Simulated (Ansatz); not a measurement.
# PH2 (SMILES [PH2]) at 6 levels

We compute a comparison of 6 runs (UHF/6-31G*, U-r2SCAN/3-21G, U-revPBE/3-21G, UB3LYP/6-31G*, UBCCD(T)/3-21G, UCCSD/3-21G) of PH2. 

Program for the calculation: Ansatz 0.2.0.

46 further runs of the same task are left out: 46 set aside as unsound or not needed.

### Step 1. The structure to begin with

PH2 has 3 atoms, charge 0, and is taken as a doublet. As SMILES, `[PH2]`. The H3–P1 distance was set to 3.480 Å, away from the relaxed value. At this shape a bond of the SMILES string is far longer than usual.

Bond lengths: P1–H2 1.392 Å.

### Step 2. The energy at UHF/6-31G(d) (spherical functions) (run 1)

input.yaml

```yaml
crystal:
  periodic: [false, false, false]
  atoms:
    - {symbol: P, position_ang: [2.225154, 0.330058, 1.269355]}
    - {symbol: H, position_ang: [1.822194, 1.660168, 1.189095]}
    - {symbol: H, position_ang: [-0.625980, -0.724620, -0.425100]}
basis:
  gaussian:
    orbitals: 6-31G_st_-spherical.json
magnetization:
  spin_polarized: true
  initial_magnetization: 1
hamiltonian:
  xc: hf
accuracy: high
```

The basis set 6-31G* is read from a file made from the Basis Set Exchange's data (not shown).

Started as:

```console
ansatz run input.yaml --threads 1 --pin off --max-ram 2610MiB --events-out events.jsonl --progress --plain --runs-dir runs
```

What it wrote:

```text
Warning: RAYON_NUM_THREADS=1 ignored (pool sized by the plan → 1); use --threads N
Functional definition: HF
  name "HF"
  exchange = exact_x
  correlation = 0
367 factors; integrals over basis functions are off by at most 4.8e-9 eV
mean field evaluation 1: about -9295.6505 eV, gradient 6.1e0 eV
mean field evaluation 2: about -9295.6628 eV, gradient 6.1e0 eV
mean field evaluation 4: about -9297.1412 eV, gradient 5.2e0 eV
mean field evaluation 8: about -9297.1412 eV, gradient 5.2e0 eV
mean field evaluation 16: about -9299.8246 eV, gradient 5.0e-5 eV
mean field evaluation 32: about -9299.8246 eV, gradient 1.9e-8 eV
mean field evaluation 64: about -9296.9690 eV, gradient 6.7e0 eV
mean field evaluation 96: about -9299.2114 eV, gradient 4.6e-1 eV
mean field evaluation 128: about -9296.0339 eV, gradient 6.6e-6 eV
mean field -9299.82462149 eV, -341.7622511922 hartree, gradient 1.9e-8 eV, S^2 1.758100; 6 other end points of the search recorded, 0 dependent functions left out
reference -9299.82462149 eV, -341.7622511922 hartree; 9, 8 occupied and 13, 14 virtual orbitals, 367 factors
Total energy: -9299.82462149 eV, -341.7622511922 hartree
```

It took 0.32 s on 1 thread of Arm Neoverse V1, shared host.

### Step 3. A single-point energy at U-r2SCAN/3-21G (run 2)

run.yaml

```yaml
basis:
  gaussian:
    orbitals: 3-21G.json
crystal:
  periodic: [false, false, false]
  atoms:
    - symbol: P
      position_ang: [2.225154, 0.330058, 1.269355]
    - symbol: H
      position_ang: [1.822194, 1.660168, 1.189095]
    - symbol: H
      position_ang: [-0.625980, -0.724620, -0.425100]
magnetization:
  spin_polarized: true
  initial_magnetization: 1
hamiltonian:
  xc: {name: r2SCAN}
accuracy: high
```

The basis set 3-21G is read from a file made from the Basis Set Exchange's data (not shown).

Started as:

```console
ansatz run run.yaml --threads 1 --pin off --max-ram 2610MiB --events-out events.jsonl --progress --plain --runs-dir runs
```

What it wrote:

```text
Warning: RAYON_NUM_THREADS=1 ignored (pool sized by the plan → 1); use --threads N
Functional definition: r2SCAN
  name "r2SCAN"
  parameter k0 = 0.174
  parameter k1 = 0.065
  parameter a1 = 4.9479
  exchange = r2scan_x(k0 = k0, k1 = k1, a1 = a1)
  correlation = r2scan_c
311 factors; integrals over basis functions are off by at most 3.7e-9 eV
mean field evaluation 1: about -9266.2802 eV, gradient 2.8e0 eV
mean field evaluation 2: about -9262.4613 eV, gradient 1.5e1 eV
mean field evaluation 4: about -9265.4820 eV, gradient 8.9e0 eV
mean field evaluation 8: about -9267.7728 eV, gradient 2.1e-2 eV
mean field evaluation 16: about -9267.6716 eV, gradient 3.2e0 eV
mean field evaluation 32: about -9267.7599 eV, gradient 8.4e-8 eV
mean field -9267.75994106 eV, -340.5838959208 hartree, gradient 4.7e-8 eV, S^2 1.713958; 6 other end points of the search recorded, 0 dependent functions left out
reference -9267.75994214 eV, -340.5838959603 hartree; 9, 8 occupied and 8, 9 virtual orbitals, 311 factors
Total energy: -9267.75994214 eV, -340.5838959603 hartree
```

Wall time 9 s (1 thread of Arm Neoverse V1, shared host); peak memory 0.15 GiB.

Runs 3 to 4 aren't shown in full; the table further down has their settings and results.

### Step 4. The energy at UBCCD(T)/3-21G (run 5)

job.yaml

```yaml
basis:
  gaussian:
    orbitals: 3-21G.json
crystal:
  periodic: [false, false, false]
  atoms:
    - {symbol: P, position_ang: [2.225154, 0.330058, 1.269355]}
    - {symbol: H, position_ang: [1.822194, 1.660168, 1.189095]}
    - {symbol: H, position_ang: [-0.625980, -0.724620, -0.425100]}
magnetization:
  spin_polarized: true
  initial_magnetization: 1
correlation:
  method: bccd_t
  frozen_orbitals: {H: 0, P: 5}
accuracy: high
scf:
  omitted_lower_state_checks: [cluster_reference, increment]
```

The basis set 3-21G is read from a file made from the Basis Set Exchange's data (not shown).

Started as:

```console
ansatz run job.yaml --threads 1 --pin off --max-ram 2610MiB --events-out events.jsonl --progress --plain --runs-dir runs
```

What it wrote:

```text
Warning: RAYON_NUM_THREADS=1 ignored (pool sized by the plan → 1); use --threads N
[... 16 lines left out ...]
5 core orbitals not correlated: weight in the atoms' cores, before any rotation towards them, 1.000 or more for the frozen orbitals, at most 0.000 for the correlated occupied ones
[... 40 lines left out ...]
Total energy: -9254.35531489 eV, -340.0912849950 hartree
Checks for a lower state left out: cluster_reference, increment
```

It took 0.56 s on 1 thread of Arm Neoverse V1, shared host.

### Step 5. A single-point energy at UCCSD/3-21G (run 6)

input.yaml

```yaml
basis:
  gaussian:
    orbitals: 3-21G.json
crystal:
  periodic: [false, false, false]
  atoms:
    - {symbol: P, position_ang: [2.225154, 0.330058, 1.269355]}
    - {symbol: H, position_ang: [1.822194, 1.660168, 1.189095]}
    - {symbol: H, position_ang: [-0.625980, -0.724620, -0.425100]}
magnetization:
  spin_polarized: true
  initial_magnetization: 1
correlation:
  method: ccsd
  frozen_orbitals: {H: 0, P: 5}
accuracy: high
scf:
  omitted_lower_state_checks: [cluster_reference, increment]
```

The basis set 3-21G is read from a file made from the Basis Set Exchange's data (not shown).

Started as:

```console
ansatz run input.yaml --threads 1 --pin off --max-ram 2610MiB --events-out events.jsonl --progress --plain --runs-dir runs
```

What it wrote:

```text
Warning: RAYON_NUM_THREADS=1 ignored (pool sized by the plan → 1); use --threads N
[... 16 lines left out ...]
5 core orbitals not correlated: weight in the atoms' cores, before any rotation towards them, 1.000 or more for the frozen orbitals, at most 0.000 for the correlated occupied ones
[... 45 lines left out ...]
Total energy: -9254.34627311 eV, -340.0909527158 hartree
Checks for a lower state left out: cluster_reference, increment
```

Run time: 0.46 s. Hardware: 1 thread of Arm Neoverse V1, shared host.

### Step 6. The series

```tsv
run	level	frozen core orbitals	energy (Eh)	⟨S²⟩	wall time
1	UHF/6-31G* (spherical functions)	–	-341.762251	1.758	0.32 s
2	U-r2SCAN/3-21G	–	-340.583896	1.714	9 s
3	U-revPBE/3-21G	–	-340.566289	1.717	3.6 s
4	UB3LYP/6-31G* (spherical functions)	–	-342.376435	1.714	5.1 s
5	UBCCD(T)/3-21G	5	-340.091285	1.749	0.56 s
6	UCCSD/3-21G	5	-340.090953	1.749	0.46 s
```

### Step 7. Outcome

| quantity | value |
| --- | --- |
| run 6: total energy | -340.09095 Eh |
| run 6: correlation energy (5 core orbitals frozen) | -42.1 mEh |
| run 6: ⟨S²⟩ of the reference determinant | 1.749 |
| run 6: T1 diagnostic | 0.008 |

**Reading.** Totals of different functionals can't be ranked against each other. Spin contamination of the reference: run 1 ⟨S²⟩ = 1.76, run 5 ⟨S²⟩ = 1.75, run 6 ⟨S²⟩ = 1.75, run 3 ⟨S²⟩ = 1.72, run 4 ⟨S²⟩ = 1.71, run 2 ⟨S²⟩ = 1.71. Where it is this large, the reference is a mixture of spin states, and values that rest on it are in doubt. All runs together took 19 s, the longest 9 s.
